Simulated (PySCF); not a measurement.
H₂O₂, charge +1, multiplicity 2. Atoms are numbered in the order given.

```xyz
4

O      0.1577    -0.6279     0.0000
O     -0.1577     0.6279     0.0000
H     -0.7144    -1.1090     0.0000
H      0.7144     1.1090     0.0000
```
Charge +1, spin multiplicity 2.

The structure is a stationary point at ωB97X-D3(BJ)/def2-TZVP. The spin state was assumed, not searched.

Calculation: TDA-PBE/def2-TZVPD run with PySCF 2.14.0.

Vertical excitations. The molecule is in vacuum.

```json
[
 {"state": "root 1", "energy (eV)": "3.32", "λ (nm)": "373", "f": "0.000", "main pairs": "β HOMO→LUMO 100 %"},
 {"state": "root 2", "energy (eV)": "7.01", "λ (nm)": "177", "f": "0.080", "main pairs": "β HOMO−1→LUMO 88 %"},
 {"state": "root 3", "energy (eV)": "8.02", "λ (nm)": "155", "f": "0.002", "main pairs": "α HOMO→LUMO 62 %, β HOMO−2→LUMO 37 %"},
 {"state": "root 4", "energy (eV)": "8.37", "λ (nm)": "148", "f": "0.002", "main pairs": "α HOMO→LUMO 37 %, β HOMO−2→LUMO 62 %"},
 {"state": "root 5", "energy (eV)": "9.02", "λ (nm)": "137", "f": "0.000", "main pairs": "α HOMO→LUMO+1 68 %, β HOMO−3→LUMO 31 %"},
 {"state": "root 6", "energy (eV)": "9.19", "λ (nm)": "135", "f": "0.000", "main pairs": "α HOMO−1→LUMO 50 %, β HOMO→LUMO+1 49 %"},
 {"state": "root 7", "energy (eV)": "9.45", "λ (nm)": "131", "f": "0.000", "main pairs": "α HOMO→LUMO+1 31 %, β HOMO−3→LUMO 67 %"},
 {"state": "root 8", "energy (eV)": "10.21", "λ (nm)": "121", "f": "0.002", "main pairs": "α HOMO→LUMO+2 99 %"},
 {"state": "root 9", "energy (eV)": "10.37", "λ (nm)": "120", "f": "0.000", "main pairs": "α HOMO−1→LUMO+1 33 %, β HOMO→LUMO+2 65 %"},
 {"state": "root 10", "energy (eV)": "10.89", "λ (nm)": "114", "f": "0.042", "main pairs": "α HOMO−1→LUMO 41 %, β HOMO→LUMO+1 46 %"}
]
```
Unrestricted roots are not spin-pure.
